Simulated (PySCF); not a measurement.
## How methods differ on the electron affinity of Si

Si⁻ [Ne] 3s2 3p3 (4S) → Si [Ne] 3s2 3p2 (3P), as a difference of total energies. All numbers are calculated (PySCF 2.14, the non-relativistic Hamiltonian (point nucleus), in def2-TZVPPD (6s5p4d1f, 48 functions)). Correlated levels: valence and next inner shell: 1s2 frozen. The calculations carry no spin-orbit coupling.

```csv
method,electron affinity (eV)
UHF,0.691
MP2 (valence and next inner shell),1.186
SCS-MP2 (valence and next inner shell),1.026
CCSD (valence and next inner shell),1.128
CCSD(T) (valence and next inner shell),1.175
```

Q: How much does correlation contribute at CCSD(T) (valence and next inner shell)?

A: 1.175 − (0.691) = 0.484 eV, measured against UHF.

A first-order spin-orbit estimate (lowest level to lowest level, LS coupling) adds -0.016 eV.

Errors of the correlated levels include the incompleteness of this basis and the frozen core.

For comparison: 1.390 eV (measured; photodetachment measurements, as compiled on the Wikipedia data page of electron affinities).
